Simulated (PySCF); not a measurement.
# Si2NH7 (SMILES [SiH3]N[SiH3]) at BHLYP/6-31G(d) (spherical functions)

What is the energy change on altering one bond length of Si2NH7 at BHLYP/6-31G* (spherical functions)? The job is set up through a Python script.

The calculation is run with PySCF 2.14.0.

1 further run of the same task is left out (set aside as unsound or not needed).

## (1) The structure to begin with

The species is Si2NH7 (10 atoms), meant as a singlet with charge 0. As SMILES, `[SiH3]N[SiH3]`. The coordinates come from a PBE0-D4/def2-TZVP relaxation.

Bond lengths: Si1–N2 1.726 Å, N2–Si3 1.726 Å, Si1–H4 1.484 Å, Si1–H5 1.490 Å, Si1–H6 1.488 Å, N2–H7 1.011 Å, Si3–H8 1.484 Å, Si3–H9 1.488 Å, Si3–H10 1.490 Å. Some angles: Si1–N2–Si3 128.9°, Si1–N2–H7 115.5°, Si3–N2–H7 115.5°, N2–Si1–H4 107.4°, N2–Si1–H5 112.6°, N2–Si1–H6 110.9°, N2–Si3–H8 107.4°, N2–Si3–H9 110.9°, N2–Si3–H10 112.6°, H4–Si1–H5 109.0°.

## (2) The energy at BHLYP/6-31G(d) (spherical functions)

mol.xyz

```xyz
10

Si    -1.042800     0.758390    -0.879990
N      0.119990     0.500410     0.368670
Si     0.995830    -0.935260     0.755390
H     -1.373610    -0.567260    -1.458240
H     -0.532280     1.645360    -1.962590
H     -2.274280     1.393560    -0.336440
H      0.361990     1.317290     0.912940
H      0.403090    -2.042290    -0.034740
H      0.897240    -1.243020     2.208320
H      2.444830    -0.827180     0.426680
```

job.py

```python
from pyscf import gto, dft

mol = gto.M(
    atom='mol.xyz',
    spin=0,
    basis='6-31g*',
    verbose=3,
    max_memory=1860,
)

calc0 = dft.RKS(mol, xc='bhandhlyp')
calc0.grids.level = 5
calc0.conv_tol = 1e-10
calc0.kernel()
if not calc0.converged:
    calc0 = calc0.newton().run(calc0.mo_coeff, calc0.mo_occ)

e_tot = calc0.e_tot
print('Final energy', e_tot)
```

Launch:

```
$ OMP_NUM_THREADS=1 python job.py
```

Standard output:

```text
converged SCF energy = -637.896073109455
Final energy -637.896073109455
```

It took 29 s on 1 thread of Intel Xeon at 2.50GHz (Skylake/Cascade Lake), shared host; peak memory 0.34 GiB.

## (3) The distorted shape, same level

calc.py

```python
from pyscf import gto, dft

system = gto.M(
    atom=[
    ('Si', (-0.924489, 1.127710, -2.623546)),
    ('N', (0.238301, 0.869730, -1.374886)),
    ('Si', (1.114141, -0.565940, -0.988166)),
    ('H', (-1.255299, -0.197940, -3.201796)),
    ('H', (-0.413969, 2.014680, -3.706146)),
    ('H', (-2.155969, 1.762880, -2.079996)),
    ('H', (0.480301, 1.686610, -0.830616)),
    ('H', (0.521401, -1.672970, -1.778296)),
    ('H', (0.897240, -1.243020, 2.208320)),
    ('H', (2.563141, -0.457860, -1.316876)),
],
    max_memory=1860,
    basis='6-31g*',
    verbose=3,
)

ks = dft.RKS(system)
ks.xc = 'bhandhlyp'
ks.grids.level = 5
ks.conv_tol = 1e-10
ks.kernel()
if not ks.converged:
    ks = ks.newton().run(ks.mo_coeff, ks.mo_occ)

e_tot = ks.e_tot
print('E = %.10f Eh' % e_tot)
```

Launch:

```
$ OMP_NUM_THREADS=1 python calc.py
```

Standard output:

```text
converged SCF energy = -637.718638686794
E = -637.7186386868 Eh
```

Wall time 29 s (1 thread of Intel Xeon at 2.50GHz (Skylake/Cascade Lake), shared host); peak memory 0.34 GiB.

## (4) Summary of results

At BHLYP/6-31G* (spherical functions):

```
                                                          quantity          value
                                         first shape: total energy  -637.89607 Eh
                                        first shape: dipole moment         0.92 D
                                          first shape: HOMO energy       -8.56 eV
                                          first shape: LUMO energy        1.30 eV
                                        first shape: HOMO–LUMO gap        9.85 eV
                                     distorted shape: total energy  -637.71864 Eh
                                    distorted shape: dipole moment         3.43 D
                                      distorted shape: HOMO energy       -6.53 eV
                                      distorted shape: LUMO energy       -2.33 eV
                                    distorted shape: HOMO–LUMO gap        4.20 eV
energy change with the Si3–H9 bond stretched from 1.488 to 3.275 Å       4.828 eV
```

With the Si3–H9 bond stretched from 1.488 to 3.275 Å the energy rises by 4.83 eV (466 kJ/mol). The first shape isn't relaxed at this level, so the change isn't measured from a minimum. A restricted reference can't describe the breaking bond well at this length. Mulliken charges (first shape) run from -0.93 on N2 to +0.62 on Si1.
